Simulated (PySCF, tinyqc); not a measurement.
Inside a calculation. Method: FCI on RHF in the sto-6g basis, frozen core, for LiH, spin multiplicity 1. The lowest restricted solution is unstable here: a spin-polarised one lies 0.0037 hartree lower (PySCF). One step of it, computed by the program tinyqc.

Question. Integrals over molecular orbitals. (pq|rs) = sum C_ip C_jq C_kr C_ls (ij|kl), one index at a time.

coefficients C:
```
,MO1,MO2,MO3,MO4,MO5,MO6
1Li 1s,0.994137,-0.138907,-0.205185,0.000000,0.000000,0.108239
1Li 2s,0.023761,0.491426,0.801769,0.000000,0.000000,-0.517278
1Li 2px,0.000000,0.000000,0.000000,0.996751,-0.080545,0.000000
1Li 2py,0.000000,0.000000,0.000000,0.080545,0.996751,0.000000
1Li 2pz,-0.004612,0.328179,-0.588864,0.000000,0.000000,-0.849917
2H 1s,-0.000671,0.603256,-0.200190,0.000000,0.000000,0.928295
```

core Hamiltonian H = T + V (hartree), lower triangle:
```
,1Li 1s,1Li 2s,1Li 2px,1Li 2py,1Li 2pz,2H 1s
1Li 1s,-4.692699
1Li 2s,-0.996204,-1.326341
1Li 2px,0.000000,0.000000,-1.090486
1Li 2py,0.000000,0.000000,0.000000,-1.090486
1Li 2pz,-0.009136,-0.088673,0.000000,0.000000,-1.157453
2H 1s,-0.081870,-0.396417,0.000000,0.000000,-0.541804,-1.197771
```

Two-electron integrals (ij|kl) in chemists' order, unique and non-zero (hartree):
```
i,j,k,l,(ij|kl)
1,1,1,1,1.681247
2,1,1,1,0.242603
2,1,2,1,0.044507
2,2,1,1,0.397190
2,2,2,1,0.090279
2,2,2,2,0.290625
3,1,3,1,0.009437
3,2,3,1,0.014261
3,2,3,2,0.064236
3,3,1,1,0.397190
3,3,2,1,0.090279
3,3,2,2,0.290625
3,3,3,3,0.313125
4,1,4,1,0.009437
4,2,4,1,0.014261
4,2,4,2,0.064236
4,3,4,3,0.016875
4,4,1,1,0.397190
4,4,2,1,0.090279
4,4,2,2,0.290625
4,4,3,3,0.279374
4,4,4,4,0.313125
5,1,5,1,0.009437
5,2,5,1,0.014261
5,2,5,2,0.064236
5,3,5,3,0.016875
5,4,5,4,0.016875
5,5,1,1,0.397190
5,5,2,1,0.090279
5,5,2,2,0.290625
5,5,3,3,0.279374
5,5,4,4,0.279374
5,5,5,5,0.313125
6,1,1,1,0.019054
6,1,2,1,0.003448
6,1,2,2,0.007166
6,1,3,3,0.007061
6,1,4,4,0.007061
6,1,5,1,0.000465
6,1,5,2,0.000981
6,1,5,5,0.007375
6,1,6,1,0.000297
6,2,1,1,0.078724
6,2,2,1,0.018309
6,2,2,2,0.066925
6,2,3,3,0.063089
6,2,4,4,0.063089
6,2,5,1,0.002950
6,2,5,2,0.020796
6,2,5,5,0.074599
6,2,6,1,0.001758
6,2,6,2,0.030615
6,3,3,1,0.001144
6,3,3,2,0.006109
6,3,5,3,0.002719
6,3,6,3,0.001585
6,4,4,1,0.001144
6,4,4,2,0.006109
6,4,5,4,0.002719
6,4,6,4,0.001585
6,5,1,1,0.106566
6,5,2,1,0.024947
6,5,2,2,0.093593
6,5,3,3,0.087176
6,5,4,4,0.087176
6,5,5,1,0.004594
6,5,5,2,0.032355
6,5,5,5,0.106428
6,5,6,1,0.002465
6,5,6,2,0.046224
6,5,6,5,0.070262
6,6,1,1,0.242219
6,6,2,1,0.057062
6,6,2,2,0.229177
6,6,3,3,0.210124
6,6,4,4,0.210124
6,6,5,1,0.009057
6,6,5,2,0.082599
6,6,5,5,0.267286
6,6,6,1,0.005622
6,6,6,2,0.139155
6,6,6,5,0.215933
6,6,6,6,0.774999
```

Give: one-electron integrals over orbitals h = C^T H C; Two-electron integrals over orbitals.

Answer.

one-electron integrals over orbitals h = C^T H C (hartree), lower triangle:
```
,1,2,3,4,5,6
1,-4.6854
2,0.0949,-1.2990
3,0.1640,0.0088,-1.0975
4,0.0000,0.0000,0.0000,-1.0905
5,0.0000,0.0000,0.0000,0.0000,-1.0905
6,-0.0558,0.0467,0.0231,0.0000,0.0000,-1.0237
```

Two-electron integrals over orbitals (pq|rs), unique and non-zero (hartree); the lowest 1 orbital is frozen and left out:
```
p,q,r,s,(pq|rs)
2,2,2,2,0.4515
3,2,2,2,-0.0587
3,2,3,2,0.0210
3,3,2,2,0.2110
3,3,3,2,0.0147
3,3,3,3,0.3291
4,2,4,2,0.0206
4,3,4,2,0.0202
4,3,4,3,0.0417
4,4,2,2,0.2428
4,4,3,2,0.0142
4,4,3,3,0.2800
4,4,4,4,0.3131
5,2,5,2,0.0206
5,3,5,2,0.0202
5,3,5,3,0.0417
5,4,5,4,0.0169
5,5,2,2,0.2428
5,5,3,2,0.0142
5,5,3,3,0.2800
5,5,4,4,0.2794
5,5,5,5,0.3131
6,2,2,2,0.1095
6,2,3,2,-0.0445
6,2,3,3,-0.0201
6,2,4,4,-0.0383
6,2,5,5,-0.0383
6,2,6,2,0.1326
6,3,2,2,-0.0575
6,3,3,2,0.0168
6,3,3,3,0.0367
6,3,4,4,0.0080
6,3,5,5,0.0080
6,3,6,2,-0.0387
6,3,6,3,0.0306
6,4,4,2,-0.0183
6,4,4,3,-0.0120
6,4,6,4,0.0193
6,5,5,2,-0.0183
6,5,5,3,-0.0120
6,5,6,5,0.0193
6,6,2,2,0.4218
6,6,3,2,-0.0474
6,6,3,3,0.2380
6,6,4,4,0.2585
6,6,5,5,0.2585
6,6,6,2,0.0956
6,6,6,3,-0.0453
6,6,6,6,0.4163
```
